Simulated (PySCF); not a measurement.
Stepwise substitution at one centre (Al F-CH3). Gas-phase values, no solvent. Strings in code marks are SMILES.

Method: PySCF 2.14.0 with TPSSh-D3(BJ)/def2-TZVP // B3LYP-D3(BJ)/def2-TZVP. Excitations are Tamm–Dancoff values on a coarser integration grid. The basis has no diffuse functions, so Rydberg states are missing or too high.

```tsv
species	LUMO (eV)	brightest of the four lowest singlets (TDA) (eV)	S1 oscillator strength
0 of 3 F replaced by CH3 (`[F][Al]([F])[F]`)	-1.80	8.85	(withheld)
1 of 3 F replaced by CH3	-0.83	(withheld)	0.138
2 of 3 F replaced by CH3	(withheld)	6.79	0.000
3 of 3 F replaced by CH3 (`[CH3][Al]([CH3])[CH3]`)	-0.68	6.63	0.000
```

Some entries are withheld; supply them.


- 0 of 3 F replaced by CH3 (`[F][Al]([F])[F]`), S1 oscillator strength: 0.000
- 1 of 3 F replaced by CH3, brightest of the four lowest singlets (TDA) (eV): 7.60
- 2 of 3 F replaced by CH3, LUMO (eV): -0.57
